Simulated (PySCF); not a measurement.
# Static response to an electric field

Species: B(PH3)H3.
Geometry (PBE0-D3(BJ)/def2-SVP, Å), atoms numbered from 1 in this order:
```xyz
8
BH6P angstrom
B     -0.0036    0.0088   -1.1025
P      0.0019   -0.0060    0.8188
H      0.6958    1.0296    1.4925
H      0.5607   -1.1309    1.4746
H     -1.2429    0.0666    1.4922
H      1.1802   -0.0523   -1.3941
H     -0.5417    1.0677   -1.3838
H     -0.6504   -0.9835   -1.3978
```

Level: wB97X-D/def2-SVPD (PySCF), static field, nuclei fixed, core orbitals frozen in the response. The polarisability tensor in these axes (au):

```
x   42.91  0.00  0.04
y    0.00 42.91 -0.11
z    0.04 -0.11 57.19
```

Diagonalise the tensor; give its mean and Δα, where Δα² is half the sum of the squared differences of the eigenvalues.

Principal values 42.91, 42.91 and 57.19 au; mean 47.67 au = 7.06 Å³ = 7.86 × 10⁻⁴⁰ C²·m²/J; Δα = 14.28 au (30 % of the mean).

What is the dipole moment, and where does it point?

(0.01, -0.03, 4.15) D, 4.15 D in size, pointing from the negative to the positive side. Measured along this direction, the outermost atoms are H7, H8 and H6 at the negative end and H5, H3 and H4 at the positive end.

What depolarisation ratio follows for Rayleigh scattering of linearly polarised light, taking the static tensor?

ρ = 3Δα²/(45ᾱ² + 4Δα²) = 611.4/(102252 + 815.2) = 0.00593.

In a dilute gas of rigid molecules at 350 K, how does the orientational term μ²/3kT compare with the electronic polarisability?

In Gaussian units μ²/3kT = 118.61 Å³ against 7.06 Å³, a ratio of 16.79; the Debye molar polarisation (4π/3)N_A(α + μ²/3kT) is 317.0 cm³/mol, leaving out the vibrational part.

Find the Langevin capture rate constant for H3+ (3.023 u) meeting this molecule (48.030 u), k = 2.342 × 10⁻⁹ cm³/s × √(α in Å³ / reduced mass in u).

The reduced mass is 2.84 u, so k = 3.69 × 10⁻⁹ cm³/s. The formula leaves out the permanent dipole, which adds to the capture rate.

Sum over states: ᾱ = Σ f/ω², ω in Eh. What share falls to these 10 lowest TDDFT singlets (eV, f)? 8.04, 0.0172; 8.04, 0.0173; 8.08, 0.0000; 8.11, 0.0016; 8.11, 0.0016; 8.23, 0.0018; 8.33, 0.0474; 8.33, 0.0475; 8.55, 0.0454; 8.60, 0.0372.

They add up to 2.30 au, 4.8 % of the 47.67 au; the largest single term is 0.51 au, from the state at 8.33 eV. Terms in order: 0.20, 0.20, 0.00, 0.02, 0.02, 0.02, 0.51, 0.51, 0.46, 0.37 au. Higher excitations give the rest. The strengths listed sum to 0.217.

Geometry: PBE0-D3(BJ)/def2-SVP; no solvent, vibrations or thermal averaging.

wB97X-D is run here without its empirical dispersion term; that term would change no orbital, density or response property at a fixed geometry.
